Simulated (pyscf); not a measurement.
This saddle point was located with ωB97X-D3(BJ)/def2-SVP in PySCF.

```
C
H 1 1.0962
H 1 1.0962 2 116.19
H 1 1.3625 2 101.47 3 108.98
Cl 4 1.4711 1 174.00 2 -59.67
Cl 1 1.7168 2 113.78 3 -135.07
```
Charge 0, spin multiplicity 2.

Surface: doublet, charge 0. Lowest wavenumbers (cm⁻¹): 1191i, 86, 291, 424, 862.

Which two sides does it connect, and which bonds change?

`[CH3][Cl]` + `[Cl]` [doublet] <-> `[CH2][Cl]` [doublet] + `[ClH]`, a hydrogen abstraction read from left to right: C–H broken and Cl–H formed. At CCSD(T)/def2-TZVPP + ΔMP2(QZVPP) it lies +5.4 kcal/mol from the left side and +5.0 kcal/mol from the right (each side as separated species at their lowest minima found). One saddle was located; it need not be the lowest between these sides. The angle at the transferred H is 174°. The CCSD(T) − MP2 part came from Ansatz, without density fitting, on the same reference. Left out: the spin-orbit lowering of Cl.
